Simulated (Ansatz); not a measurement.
Write a Python script for Ansatz's Python interface that makes the energy of protonation at one site of CHNO, SMILES N#CO. Level of theory (for the species named): PBE0, cc-pVDZ basis, multiplicity 1.

Input file `chno.xyz`:
```text
4

N    -1.31030   -0.21160    0.88600
C    -0.45690    0.11040    0.20900
O     0.56410    0.40110   -0.55750
H     1.25870   -0.36030   -0.55780
```

`pa.py`:
```python
"""Adding a proton to CHNO."""

import logging
import sys

import ansatz
import numpy as np

logging.basicConfig(stream=sys.stdout, format="[%(levelname)s] %(message)s")
logger = logging.getLogger("chno")
logger.setLevel(logging.INFO)

chno = ansatz.Crystal.molecule_from_extxyz("chno.xyz")

calculation = chno.calculation()
calculation = calculation.basis(gaussian="cc-pVDZ")
calculation = calculation.functional("PBE0")
symbols = [site.symbol for site in chno.cartesian_sites]
start = np.array([site.position_ang for site in chno.cartesian_sites], dtype=float)
r = calculation.relax(force_tolerance=0.01, max_steps=100).run(threads=1, pin="off").report
end = np.array(r["positions_ang"])

# put the proton on the side away from the neighbours, slightly off axis
away = sum((end[2] - end[j]) / np.linalg.norm(end[2] - end[j]) for j in [1, 3]) + np.array([0.15, 0.1, -0.2])
proton = end[2] + 1.0 * away / np.linalg.norm(away)
acid = ansatz.Crystal.molecule()
for symbol, place in zip(symbols, end):
    acid = acid.atom(symbol, place.tolist())
acid = acid.atom("H", proton.tolist())
protonated = (
    acid.calculation()
    .basis(gaussian="cc-pVDZ")
    .functional("PBE0")
    .charge(1)
    .relax(force_tolerance=0.01, max_steps=80)
)
after = protonated.run(threads=1, pin="off").report
xyz = np.array(after["positions_ang"])
reach = np.linalg.norm(xyz[:-1] - xyz[-1], axis=1)
logger.info(f"base {r['free_energy_ev']:.5f} eV, protonated {after['free_energy_ev']:.5f} eV")
logger.info(f"the proton ends {reach.min():.3f} A from {symbols[reach.argmin()]}{reach.argmin()}")
logger.info(f"electronic proton affinity {(r['free_energy_ev'] - after['free_energy_ev']):.3f} eV")
```

Output of `python pa.py`:
```text
[INFO] base -4584.11235 eV, protonated -4589.75851 eV
[INFO] the proton ends 0.992 A from O2
[INFO] electronic proton affinity 5.646 eV
```

Notes:
- Total energies depend on the basis set; only differences at equal settings carry meaning.
- The proton is put on one chosen atom, which needn't be the most basic site, so the molecule's proton affinity can be higher; the ends are stationary points, not checked by frequencies, and zero-point and thermal terms count only where printed.
- The whole script took 19 s on 1 thread of Arm Neoverse V1, with other jobs on the host, peak memory 0.19 GiB.
